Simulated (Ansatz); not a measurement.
# C2H3O (acetyl radical): the vertical energy of the quartet above the doublet from total energies

The species is C2H3O (6 atoms), meant as a doublet with charge 0. As SMILES, `C[C]=O`. The shape is that of a PBE0-D4/def2-TZVP optimisation.

Both states at this one shape; open shells run unrestricted unless said. 1 Eh = 27.2114 eV.

```
        level  program  doublet C2H3O (Eh)  quartet C2H3O (Eh)
   UHF/STO-3G   Ansatz         -150.325165         -150.164267
    UHF/3-21G   Ansatz         -151.437617         -151.266166
UHF/def2-TZVP   Ansatz         -152.361770         -152.184497
```

Work out the vertical gap, second state less first, at each level.


1. UHF/STO-3G: -150.164267 − (-150.325165) = 0.160898 Eh = 4.38 eV.
2. UHF/3-21G: -151.266166 − (-151.437617) = 0.171451 Eh = 4.67 eV.
3. UHF/def2-TZVP: -152.184497 − (-152.361770) = 0.177273 Eh = 4.82 eV.

No measured value is set beside it here; the levels span 4.38 to 4.82 eV. Minimal sets are far from the basis-set limit. The first state is spin-contaminated at UHF/STO-3G (⟨S²⟩ = 0.85).
